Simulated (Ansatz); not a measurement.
These are B3LYP-D3(BJ)/def2-SVP in Ansatz (an electronic-structure program) values and carry that method's errors. No frequencies were computed at this level.

Ansatz 0.2 input:
```yaml
crystal:
  periodic: [false, false, false]
  atoms:
    - { symbol: C, position_ang: [-0.30258, 1.142362, 0.114999] }
    - { symbol: C, position_ang: [1.030319, 0.765522, 0.071649] }
    - { symbol: C, position_ang: [1.326752, -0.582844, -0.063821] }
    - { symbol: N, position_ang: [0.403853, -1.524707, -0.153488] }
    - { symbol: C, position_ang: [-0.865465, -1.158702, -0.111495] }
    - { symbol: C, position_ang: [-1.275422, 0.159843, 0.021505] }
    - { symbol: H, position_ang: [-0.578026, 2.18228, 0.219685] }
    - { symbol: H, position_ang: [1.819542, 1.498366, 0.141107] }
    - { symbol: H, position_ang: [2.351766, -0.928736, -0.102737] }
    - { symbol: H, position_ang: [-1.585807, -1.963069, -0.188375] }
    - { symbol: H, position_ang: [-2.324931, 0.409683, 0.050972] }
basis:
  gaussian: { orbitals: def2-svp }
hamiltonian:
  xc: b3lyp
  dispersion: d3bj
relax:
  max_steps: 150
```

Output:

```
Functional definition: B3LYP
1276 factors; integrals over basis functions are off by at most 4.8e-4 eV
mean field evaluation 1: about -6744.8565 eV, gradient 4.8e1 eV
mean field evaluation 2: about -6744.1622 eV, gradient 5.4e1 eV
mean field evaluation 4: about -6751.1615 eV, gradient 4.0e0 eV
mean field evaluation 8: about -6751.2439 eV, gradient 4.5e-2 eV
mean field evaluation 16: about -6751.2439 eV, gradient 1.2e-5 eV
mean field -6751.24389969 eV, -248.1036371560 hartree, gradient 1.2e-5 eV, S^2 0.000000; 0 other end points of the search recorded, 0 dependent functions left out
reference -6751.24411275 eV, -248.1036449860 hartree; 21, 21 occupied and 88, 88 virtual orbitals, 1276 factors
relax step   1: F+E_penalty+E_count = -6751.71198883 eV  Δ(F+E_penalty+E_count) = +0.000e0 eV  max|allowed force component| = 7.108e-1 eV/Å  Δτ_max = 0.0000 Å  (28 SCF iters, accepted)
these checks for a lower state are left out or cut short: starts, cluster_reference, orbital_swaps, neighbouring_geometries, increment
1276 factors; integrals over basis functions are off by at most 4.9e-4 eV
mean field -6751.28518351 eV, -248.1051543086 hartree, gradient 1.9e-5 eV, S^2 0.000000; 0 other end points of the search recorded, 0 dependent functions left out
reference -6751.28539844 eV, -248.1051622071 hartree; 21, 21 occupied and 88, 88 virtual orbitals, 1276 factors
relax step   2: F+E_penalty+E_count = -6751.75165297 eV  Δ(F+E_penalty+E_count) = -3.966e-2 eV  max|allowed force component| = 2.162e-1 eV/Å  Δτ_max = 0.0237 Å  (31 SCF iters, accepted)
these checks for a lower state are left out or cut short: starts, cluster_reference, orbital_swaps, neighbouring_geometries, increment
1276 factors; integrals over basis functions are off by at most 5.0e-4 eV
mean field evaluation 32: about -6751.2889 eV, gradient 2.0e-5 eV
mean field -6751.28885668 eV, -248.1052892949 hartree, gradient 2.0e-5 eV, S^2 0.000000; 0 other end points of the search recorded, 0 dependent functions left out
reference -6751.28907224 eV, -248.1052972168 hartree; 21, 21 occupied and 88, 88 virtual orbitals, 1276 factors
relax step   3: F+E_penalty+E_count = -6751.75474744 eV  Δ(F+E_penalty+E_count) = -3.094e-3 eV  max|allowed force component| = 2.599e-2 eV/Å  Δτ_max = 0.0087 Å  (33 SCF iters, accepted)
these checks for a lower state are left out or cut short: starts, cluster_reference, orbital_swaps, neighbouring_geometries, increment
1276 factors; integrals over basis functions are off by at most 5.0e-4 eV
mean field -6751.28895297 eV, -248.1052928337 hartree, gradient 4.6e-5 eV, S^2 0.000000; 0 other end points of the search recorded, 0 dependent functions left out
reference -6751.28916856 eV, -248.1053007563 hartree; 21, 21 occupied and 88, 88 virtual orbitals, 1276 factors
relax step   4: F+E_penalty+E_count = -6751.75483207 eV  Δ(F+E_penalty+E_count) = -8.463e-5 eV  max|allowed force component| = 9.695e-3 eV/Å  Δτ_max = 0.0016 Å  (23 SCF iters, accepted)
1276 factors; integrals over basis functions are off by at most 5.0e-4 eV
mean field -6751.28895297 eV, -248.1052928337 hartree, gradient 4.6e-5 eV, S^2 0.000000; 1 other end points of the search recorded, 0 dependent functions left out
reference -6751.28916856 eV, -248.1053007563 hartree; 21, 21 occupied and 88, 88 virtual orbitals, 1276 factors
Total energy: -6751.75504765 eV, -248.1224214972 hartree
Atom 0 at    -0.304762     1.150600     0.115828 Å, force    -0.001144     0.004319     0.000435 eV/Å
Atom 1 at     1.037637     0.769192     0.071982 Å, force    -0.001782     0.000693     0.000077 eV/Å
Atom 2 at     1.338827    -0.590080    -0.064594 Å, force    -0.009695    -0.001915    -0.000148 eV/Å
Atom 3 at     0.409030    -1.544253    -0.155456 Å, force     0.001461    -0.005517    -0.000555 eV/Å
Atom 4 at    -0.872385    -1.170928    -0.112682 Å, force     0.009382     0.003096     0.000267 eV/Å
Atom 5 at    -1.283606     0.159441     0.021501 Å, force     0.001207     0.001478     0.000142 eV/Å
Atom 6 at    -0.583320     2.202268     0.221697 Å, force     0.000866    -0.003271    -0.000329 eV/Å
Atom 7 at     1.838880     1.508386     0.142019 Å, force     0.000454    -0.005740    -0.000573 eV/Å
Atom 8 at     2.383543    -0.921310    -0.102138 Å, force    -0.001356     0.006100     0.000613 eV/Å
Atom 9 at    -1.617128    -1.972218    -0.189147 Å, force    -0.001841     0.005972     0.000602 eV/Å
Atom 10 at    -2.346715     0.408901     0.050990 Å, force     0.002448    -0.005216    -0.000530 eV/Å
Dipole moment:    -0.113067     0.426874     0.042972 e Å
```

Cost: around 26 core-seconds (rough).
